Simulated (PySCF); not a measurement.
C3H4, charge +1, multiplicity 2. Atoms are numbered in the order given.

```xyz
7

C     -0.0138     1.2243     0.0000
C     -0.0147    -0.1840     0.0000
C      0.0027    -1.4264     0.0000
H      0.5775     1.5808     0.8655
H      0.5775     1.5808    -0.8655
H     -1.0147     1.6563     0.0000
H      0.0147    -2.5007     0.0000
```
Charge +1, spin multiplicity 2.

Geometry optimised at B3LYP-D3(BJ)/def2-TZVP. A frequency run showed that this geometry is not a minimum. The spin state was assumed, not searched.

Level of theory: B3LYP-D3(BJ)/def2-TZVP in PySCF.

Harmonic, unscaled wavenumbers; measured fundamentals usually lie a few per cent lower.

```tsv
mode	ν (cm⁻¹)	IR (km/mol)	moving atoms (share of kinetic energy)
1	183i	117.3	H 81 %, C 19 %
2	346	10.6	C 72 %, H 28 %
3	451	11.0	C 75 %, H 25 %
4	633	57.9	H 80 %, C 20 %
5	728	26.5	H 67 %, C 33 %
6	945	45.3	C 70 %, H 30 %
7	1027	3.9	H 55 %, C 45 %
8	1216	23.9	H 95 %
9	1262	133.6	H 91 %, C 9 %
10	1421	13.3	H 86 %, C 14 %
11	2081	4.8	C 92 %
12	2860	104.9	H 94 %
13	2918	214.8	H 96 %
14	3121	21.7	H 91 %, C 9 %
15	3353	235.0	H 87 %, C 13 %
```
